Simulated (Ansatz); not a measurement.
# C2H4FNO: two geometries relaxed

Are the two ends of the shift of H6 from N1 to C2 separate minima, and which lies lower? Each is relaxed from a guess. SMILES of the start: NC=C(O)F.

All numbers below are computed with Ansatz 0.2.0 (RKS B3LYP/STO-3G).

## Step 1: The structure to begin with

Bond lengths: N1–C2 1.327 Å, C2–C3 1.331 Å, C3–O4 1.283 Å, C3–F5 1.373 Å, N1–H6 1.084 Å, N1–H7 1.041 Å, C2–H8 1.124 Å, O4–H9 1.014 Å. Angles: N1–C2–C3 127.5°, N1–C2–H8 111.9°, C3–C2–H8 120.6°, C2–N1–H6 111.2°, C2–N1–H7 114.8°, H6–N1–H7 107.0°, C2–C3–O4 124.8°, C2–C3–F5 117.2°, O4–C3–F5 118.0°, C3–O4–H9 109.9°.

Coordinates:

```xyz
9

N    -0.3241    0.0472   -1.4887
C     0.4956   -0.2005   -0.4745
C     0.1985   -0.2108    0.8227
O    -0.9411    0.1121    1.3153
F     1.2080   -0.5356    1.6950
H    -1.2343    0.5273   -1.1481
H     0.0759    0.6500   -2.2366
H     1.5409   -0.4216   -0.8236
H    -0.9310   -0.0144    2.3212
```

## Step 2: Relaxing end A

File input.yaml:

```yaml
crystal:
  periodic: [false, false, false]
  atoms:
    - { symbol: "N", position_ang: [-0.3241, 0.0472, -1.4887] }
    - { symbol: C, position_ang: [0.4956, -0.2005, -0.4745] }
    - { symbol: C, position_ang: [0.1985, -0.2108, 0.8227] }
    - { symbol: O, position_ang: [-0.9411, 0.1121, 1.3153] }
    - { symbol: F, position_ang: [1.208, -0.5356, 1.695] }
    - { symbol: H, position_ang: [-1.2343, 0.5273, -1.1481] }
    - { symbol: H, position_ang: [0.0759, 0.65, -2.2366] }
    - { symbol: H, position_ang: [1.5409, -0.4216, -0.8236] }
    - { symbol: H, position_ang: [-0.931, -0.0144, 2.3212] }
basis:
  gaussian: { orbitals: STO-3G }
hamiltonian:
  xc: b3lyp
relax:
  f_tol: 0.02
  max_steps: 50
```

Launch:

```bash
> ansatz run input.yaml --threads 1 --pin off --max-ram 2048MiB --backend cpu --events-out ev --progress --plain --runs-dir out
```

The program printed, cut to the lines that bear on the results:

```text
Warning: RAYON_NUM_THREADS=1 ignored (pool sized by the plan → 1); use --threads N
[...]
Functional definition: B3LYP
[...]
448 factors; integrals over basis functions are off by at most 1.3e-5 eV
[...]
mean field -8276.32469591 eV, -304.1493226803 hartree, gradient 2.3e-5 eV, S^2 0.000000; 0 other end points of the search recorded, 0 dependent functions left out
[...]
reference -8276.32486526 eV, -304.1493289039 hartree; 20, 20 occupied and 9, 9 virtual orbitals, 448 factors
relax step   1: F+E_penalty+E_count = -8276.32469591 eV  Δ(F+E_penalty+E_count) = +0.000e0 eV  max|allowed force component| = 7.742e0 eV/Å  Δτ_max = 0.0000 Å  (22 SCF iters, accepted)
[...]
relax step   7: F+E_penalty+E_count = -8277.49340292 eV  Δ(F+E_penalty+E_count) = -8.435e-4 eV  max|allowed force component| = 4.487e-2 eV/Å  Δτ_max = 0.0218 Å  (26 SCF iters, accepted)
[...]
relax step   8: F+E_penalty+E_count = -8277.49380291 eV  Δ(F+E_penalty+E_count) = -4.000e-4 eV  max|allowed force component| = 1.468e-2 eV/Å  Δτ_max = 0.0235 Å  (26 SCF iters, accepted)
448 factors; integrals over basis functions are off by at most 1.2e-5 eV
[...]
mean field -8277.49380291 eV, -304.1922865703 hartree, gradient 1.9e-5 eV, S^2 0.000000; 1 other end points of the search recorded, 0 dependent functions left out
[...]
reference -8277.49397107 eV, -304.1922927499 hartree; 20, 20 occupied and 9, 9 virtual orbitals, 448 factors
Total energy: -8277.49397107 eV, -304.1922927499 hartree
Atom 0 at    -0.392704     0.018052    -1.564953 Å, force     0.009120     0.001512     0.000339 eV/Å
Atom 1 at     0.607113    -0.202989    -0.510045 Å, force     0.001010    -0.002447     0.008956 eV/Å
Atom 2 at     0.286455    -0.219284     0.810231 Å, force     0.001335     0.001059    -0.010193 eV/Å
Atom 3 at    -1.022309     0.129015     1.271919 Å, force    -0.006851    -0.004061    -0.002123 eV/Å
Atom 4 at     1.151936    -0.568138     1.821716 Å, force    -0.001901    -0.000774     0.005386 eV/Å
Atom 5 at    -1.229964     0.459191    -1.091316 Å, force    -0.014682    -0.000789     0.013591 eV/Å
Atom 6 at    -0.019225     0.779470    -2.200791 Å, force     0.009382     0.001698    -0.013648 eV/Å
Atom 7 at     1.611483    -0.487626    -0.842732 Å, force    -0.001710     0.000987    -0.006215 eV/Å
Atom 8 at    -0.904385     0.046008     2.288671 Å, force     0.004295     0.002816     0.003906 eV/Å
Dipole moment:     0.053681     0.279135     0.269143 e Å
```

Run time: 18 s. Hardware: 1 thread of Arm Neoverse V1, shared host; peak memory 0.14 GiB.

The steps of the relaxation:

| step | energy from step 1 (eV) | largest force component (eV/Å) |
| --- | --- | --- |
| 1 | 0.0000 | 7.7424 |
| 2 | -0.9868 | 2.4118 |
| 3 | -1.1313 | 0.7806 |
| 4 | -1.1459 | 0.5427 |
| 5 | -1.1662 | 0.1450 |
| 6 | -1.1679 | 0.0484 |
| 7 | -1.1687 | 0.0449 |
| 8 | -1.1691 | 0.0147 |

Step 1 is the start.

After: Bond lengths: N1–C2 1.470 Å, C2–C3 1.359 Å, C3–O4 1.431 Å, C3–F5 1.376 Å, N1–H6 1.058 Å, N1–H7 1.060 Å, C2–H8 1.096 Å, O4–H9 1.027 Å. Angles: N1–C2–C3 122.6°, N1–C2–H8 116.4°, C3–C2–H8 120.5°, C2–N1–H6 106.2°, C2–N1–H7 107.4°, H6–N1–H7 104.3°, C2–C3–O4 121.8°, C2–C3–F5 124.7°, O4–C3–F5 113.6°, C3–O4–H9 101.2°.

## Step 3: End point B

The second end starts from a geometry with the move made by hand.

Changes to input.yaml since step 2:

```diff
@@ -8,3 +8,3 @@
     - { symbol: F, position_ang: [1.208, -0.5356, 1.695] }
-    - { symbol: H, position_ang: [-1.2343, 0.5273, -1.1481] }
+    - { symbol: H, position_ang: [-0.44084, 0.06874, 0.01406] }
     - { symbol: H, position_ang: [0.0759, 0.65, -2.2366] }
@@ -19 +19,3 @@
   max_steps: 50
+output:
+  orbitals: {}
```

Launch:

```bash
> ansatz run input.yaml --threads 1 --pin off --max-ram 2048MiB --backend cpu --events-out ev --progress --plain --runs-dir out
```

The program printed, cut to the lines that bear on the results:

```text
Warning: RAYON_NUM_THREADS=1 ignored (pool sized by the plan → 1); use --threads N
[...]
[... 1 set-up line as earlier in the session ...]
[...]
451 factors; integrals over basis functions are off by at most 1.3e-5 eV
[...]
mean field -8265.75024775 eV, -303.7607188781 hartree, gradient 2.3e-5 eV, S^2 0.000000; 0 other end points of the search recorded, 0 dependent functions left out
[...]
reference -8265.75040913 eV, -303.7607248086 hartree; 20, 20 occupied and 9, 9 virtual orbitals, 451 factors
relax step   1: F+E_penalty+E_count = -8265.75024775 eV  Δ(F+E_penalty+E_count) = +0.000e0 eV  max|allowed force component| = 1.443e1 eV/Å  Δτ_max = 0.0000 Å  (25 SCF iters, accepted)
[...]
relax step   4: F+E_penalty+E_count = -8275.15503009 eV  Δ(F+E_penalty+E_count) = -2.249e0 eV  max|allowed force component| = 4.371e0 eV/Å  Δτ_max = 0.1950 Å  (28 SCF iters, accepted)
[...]
reference -8277.49404125 eV, -304.1922953291 hartree; 20, 20 occupied and 9, 9 virtual orbitals, 451 factors
Total energy: -8277.49404125 eV, -304.1922953291 hartree
Atom 0 at    -0.340386    -0.052734    -1.425598 Å, force     0.012007    -0.005637     0.008106 eV/Å
Atom 1 at     0.691113    -0.231383    -0.393163 Å, force    -0.015308     0.007305    -0.012523 eV/Å
Atom 2 at     0.399671    -0.258352     0.933584 Å, force     0.007263    -0.009802     0.007229 eV/Å
Atom 3 at    -0.913101     0.031302     1.423999 Å, force     0.003447    -0.000567     0.010708 eV/Å
Atom 4 at     1.300100    -0.567986     1.927446 Å, force     0.001744     0.001510    -0.003191 eV/Å
Atom 5 at    -1.182155     0.360818    -0.934885 Å, force    -0.003086     0.001644     0.000893 eV/Å
Atom 6 at    -0.008467     0.715700    -2.076023 Å, force    -0.000479     0.002684    -0.000503 eV/Å
Atom 7 at     1.698239    -0.474958    -0.749216 Å, force     0.000416    -0.001106     0.003330 eV/Å
Atom 8 at    -0.763156    -0.027266     2.438716 Å, force    -0.006004     0.003968    -0.014050 eV/Å
Dipole moment:     0.051649     0.286843     0.264034 e Å
```

It took 32 s on 1 thread of Arm Neoverse V1, shared host; peak memory 0.14 GiB.

Relaxation path:

| step | energy from step 1 (eV) | largest force component (eV/Å) |
| --- | --- | --- |
| 1 | 0.0000 | 14.4252 |
| 2 | -4.1608 | 7.9084 |
| 3 | -7.1557 | 6.6529 |
| 4 | -9.4048 | 4.3714 |
| 5 | -10.6852 | 2.9039 |
| 6 | -11.4505 | 1.2059 |
| 7 | -11.6262 | 0.5018 |
| 8 | -11.6911 | 0.4726 |
| 9 | -11.7192 | 0.3152 |
| 10 | -11.7233 | 0.5546 |
| 11 | -11.7287 | 0.3595 |
| 12 | -11.7404 | 0.2264 |
| 13 | -11.7429 | 0.0757 |
| 14 | -11.7435 | 0.0372 |
| 15 | -11.7436 | 0.0153 |

Step 1 is the start.

After: Bond lengths: N1–C2 1.470 Å, C2–C3 1.359 Å, C3–O4 1.431 Å, C3–F5 1.376 Å, N1–H6 1.058 Å, N1–H7 1.060 Å, C2–H8 1.096 Å, O4–H9 1.027 Å. Angles: N1–C2–C3 122.5°, N1–C2–H8 116.3°, C3–C2–H8 120.7°, C2–N1–H6 106.3°, C2–N1–H7 107.4°, H6–N1–H7 104.5°, C2–C3–O4 121.8°, C2–C3–F5 124.7°, O4–C3–F5 113.5°, C3–O4–H9 101.1°.

Pairs that crossed the distance rule for bonds on the way: came closer N1–H6; moved apart C2–H6, C3–H6.

## Step 4: What came out

```
                           quantity                      value
                              end A    7 moves, 1.169 eV lower
                              end B  14 moves, 11.744 eV lower
largest difference between the ends                     0.01 Å
            end B relative to end A                  -0.000 eV
```

The two relaxations end at one structure, within 0.01 Å: no second minimum was found from this start, which doesn't rule one out. In so small a basis the energies are only a sketch.
